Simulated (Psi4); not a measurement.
Psi4 input (wB97X-D/6-31G*):

```
memory 1500 MB

molecule {
0 3
Si    0.00522298    0.00088878    0.13274662
H    -0.03423424    1.08488138   -0.93662313
H    -0.03888754   -1.09732424   -0.92182957
symmetry c1
no_reorient
no_com
}

set {
  basis 6-31G*
  reference uks
  scf_type pk
  dft_radial_points 99
  dft_spherical_points 590
  e_convergence 1e-8
  d_convergence 1e-7
  maxiter 150
}

e = energy('wb97x-d')
print_out(f'\nFINAL {e:.10f} DIPOLE {variable("CURRENT DIPOLE")[0]:.6f} {variable("CURRENT DIPOLE")[1]:.6f} {variable("CURRENT DIPOLE")[2]:.6f}\n')
```

What final total energy does it give?

-290.53717 Eh.
